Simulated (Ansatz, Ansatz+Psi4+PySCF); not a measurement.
```xyz
8

H    -2.4229   -0.1076   -0.1740
N    -1.4851   -0.4890   -0.1139
C    -0.5227    0.6028    0.0482
C     0.8540    0.0983   -0.0078
N     1.9369   -0.2943   -0.0227
H    -1.4584   -1.1067    0.6908
H    -0.6493    1.3054   -0.7807
H    -0.6200    1.1851    0.9777
```

Basis set: cc-pVTZ (spherical functions). Left uncorrelated: 4 orbitals. Charge 0, multiplicity 1.

Computed with Ansatz (development build ahead of 0.2.0); each method stands on the lowest determinant of its kind that the runs found. Restricted open shells among the atoms or ions are ROHF, correlated in semicanonical orbitals with singles.

Give the atomization energy at this shape (free ground-state atoms in the same class of orbitals less the molecule, no zero-point energy) of singlet C2H4N2 by RHF-MP2, RHF.

```
 method  atomization energy
RHF-MP2            33.37 eV
    RHF            22.98 eV
```
